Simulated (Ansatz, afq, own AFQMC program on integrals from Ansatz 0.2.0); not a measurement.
## Where AFQMC and coupled cluster stand for CH$_{4}$⁺, doublet

```json
{"atom": "C", "x (Å)": "0.0379", "y (Å)": "-0.0780", "z (Å)": "0.0787"}
{"atom": "H", "x (Å)": "0.4025", "y (Å)": "0.6720", "z (Å)": "0.8267"}
{"atom": "H", "x (Å)": "-0.3363", "y (Å)": "-0.8230", "z (Å)": "0.8269"}
{"atom": "H", "x (Å)": "-0.9270", "y (Å)": "1.9097", "z (Å)": "-1.9268"}
{"atom": "H", "x (Å)": "0.4096", "y (Å)": "-0.8292", "z (Å)": "-0.6646"}
```

Basis 6-31G. Only valence electrons are correlated. Ansatz 0.2.0 and our own AFQMC program on the same integrals; the CISD trial comes from CCSD amplitudes, and released means the phaseless constraint is let go. ± is one standard error of the sampling.

Determinant: UHF, the one that the program's search chose, which needn't be the lowest solution. The geometry is a point of a scan.

Full CI on the same integrals is exact in this basis and with this determinant's frozen core.

Cautions: the released energies have errors that jump between times, so the bars are unsure, so no released level is given (meV from the phaseless value at times in 1/Eh: -4.6 ± 2.0 at 0.24, -6.6 ± 1.1 at 0.51, -28 ± 21 at 0.99, -8.7 ± 1.3 at 1.62, -11.5 ± 1.9 at 2.40), though the last usable value meets full CI within the noise.

- T1 diagnostic: 0.0109
- weight of the determinant in the CISD state: 0.952
- ⟨S²⟩ of the determinant: 0.750
- size of the correlated space: 7 electrons in 16 orbitals

Reference: full CI, correlation energy -2.491 eV.

```csv
level,E − E(reference) (kJ/mol),share of correlation (%)
HF,240.3,0.00
MP2,56.2,76.60
CCSD,3.4,98.59
CCSD(T),0.9,99.63
CCSDT,0.2,99.91
CCSDT(Q),0.0,99.98
CCSDTQ,0.0,100.00
ph-AFQMC/CISD,1.0 ± 0.2,99.59
```

CCSDT and higher add their correlation energy to the determinant of the CCSD(T) run, since their own runs factorise the integrals more tightly (a shift of under 2 meV). A walk keeps the symmetry of its determinant, which the program's search chose and which needn't be the lowest solution, so a lower state of the same spin and another symmetry isn't excluded.
